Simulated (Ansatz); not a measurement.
Conformers of `CC(C)CF`, each relaxed with PBE0-D4/def2-TZVP in Ansatz. CBS adds the triple-zeta coupled-cluster correction to the MP2 limit.

Not all of them had a frequency check.

Conformer A:

Z-matrix (Å, degrees):
```
C
C 1 1.522
H 1 1.092 2 110.7
H 1 1.095 2 110.9 3 -119.2
H 1 1.093 2 111.8 3 120.2
C 2 1.520 1 111.7 3 58.1
C 2 1.512 1 109.3 3 -178.4
H 2 1.097 1 108.7 3 -61.9
H 6 1.092 2 110.9 1 -60.6
H 6 1.091 2 111.2 1 178.9
H 6 1.095 2 110.6 1 58.9
F 7 1.385 2 110.9 1 176.1
H 7 1.095 2 111.1 1 56.5
H 7 1.097 2 110.8 1 -64.6
```

Conformer B:

Cartesian coordinates in Å:
```
C 1.099 0.270 -0.913
C -0.037 -0.385 -0.140
C -1.365 0.315 -0.391
C 0.275 -0.457 1.338
F 0.411 0.816 1.875
H 1.240 1.303 -0.588
H 0.884 0.282 -1.984
H 2.043 -0.261 -0.765
H -0.125 -1.430 -0.468
H -1.326 1.349 -0.043
H -2.185 -0.185 0.130
H -1.602 0.328 -1.458
H -0.529 -0.957 1.888
H 1.216 -0.987 1.518
```

**Question.** Which is lowest in electronic energy at CCSD(T)/CBS (frozen core, def2 sets), and by how much? (Best estimate.)

**Answer.** The calculation gave: A; B lies 1.2 kJ/mol higher. Gaps under about 2 kJ/mol don't settle the order.

**Question.** Give the energies relative to A (kJ/mol) with PBE-D4/def2-TZVPP, ωB97M-V/def2-TZVPP, B3LYP/def2-TZVPP, HF/def2-TZVPP, CCSD/def2-TZVPP, MP2/def2-QZVPP, MP2/CBS(def2). (Estimate.)

**Answer.** Computed: 
```csv
level,B
PBE-D4/def2-TZVPP,1.1
ωB97M-V/def2-TZVPP,0.9
B3LYP/def2-TZVPP,1.2
HF/def2-TZVPP,1.2
CCSD/def2-TZVPP,0.9
MP2/def2-QZVPP,1.3
MP2/CBS(def2),1.4
```

B3LYP here is the variant with VWN-RPA as its local correlation; programs differ in this.
